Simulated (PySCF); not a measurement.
Relaxation of triplet P₂H₆

All numbers come from PySCF, UPBE0, basis P def2-TZVP, H def2-TZVP (no relativity, density fitting). A (50,194) grid was used.

A start displaced from a saddle point along its imaginary mode, of C2 symmetry, held to at least that symmetry:

Coordinates in bohr (charge 0 multiplicity 3):
```
P    -0.3823   -0.0155    2.1446
P     0.3823   -0.0155   -2.1446
H     2.1743    0.1821    2.8492
H    -1.5102    2.1345    3.4767
H    -1.0340   -1.8397    4.2376
H     1.5102    2.1345   -3.4767
H    -2.1743    0.1821   -2.8492
H     1.0340   -1.8397   -4.2376
```

(1) What forces act on the atoms at the start (eV/Å)?

(2) What does it relax to?

(3) How much energy is released, and in how many steps?

Answers

(1) 
```tsv
atom	Fx	Fy	Fz
P1	-0.11	0.05	0.33
P2	0.11	0.05	-0.33
H3	-0.01	0.02	-0.03
H4	0.12	-0.31	-0.15
H5	0.01	0.23	-0.20
H6	-0.12	-0.31	0.15
H7	0.01	0.02	0.03
H8	-0.01	0.23	0.20
```

(2) It ends at C2 with P–H 1.415 Å (×2), P–H 1.431 Å (×2), P–H 1.492 Å (×2), P–P 2.316 Å; H–P–H 93.1° (×4), H–P–H 106.6° (×2), H–P–P 94.7° (×2), H–P–P 111.4° (×2), H–P–P 150.9° (×2) (after a last refinement on a finer grid). A frequency run shows a minimum. Other isomers or separated fragments may lie lower.

(3) 2.5 kJ/mol in 13 steps.

At this level a singlet minimum of Ci symmetry lies 355 kJ/mol below this structure.

The relaxation took 31 s on 4 threads of a shared Arm Neoverse V1 host, with 110 basis functions and 14 gradients; the process peaked at 2.1 GiB.
